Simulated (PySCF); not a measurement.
## How methods differ on the ionisation energy of B

B [He] 2s2 2p1 (2P) → B⁺ [He] 2s2 (1S), as a difference of total energies. All numbers are calculated (PySCF 2.14, the non-relativistic Hamiltonian (point nucleus), in dyall-av2z). Correlated levels: valence: 1s2 frozen; virtual orbitals above 40 to 60 times the deepest correlated orbital energy dropped. The calculations carry no spin-orbit coupling.

| method | ionisation energy (eV) |
| --- | --- |
| UHF | 8.047 |
| LDA | 8.655 |
| PBE | 8.677 |
| PBE0 | 8.651 |
| r2SCAN | 8.767 |
| LC-wPBE | 8.770 |
| BHandHLYP | 8.581 |
| PBEsol | 8.560 |
| TPSSh | 8.744 |
| MP2 (valence) | 8.191 |
| SCS-MP2 (valence) | 8.150 |

Errors of the correlated levels include the incompleteness of this basis and the frozen core.

**Question.** Which method comes closest to the reference value, and which is furthest?

**Answer.** The reference is 8.297 eV (measured; NIST levels, between the centres of gravity of the two terms). Closest: MP2 (valence) (error -0.106 eV); furthest: LC-wPBE (error 0.473 eV).
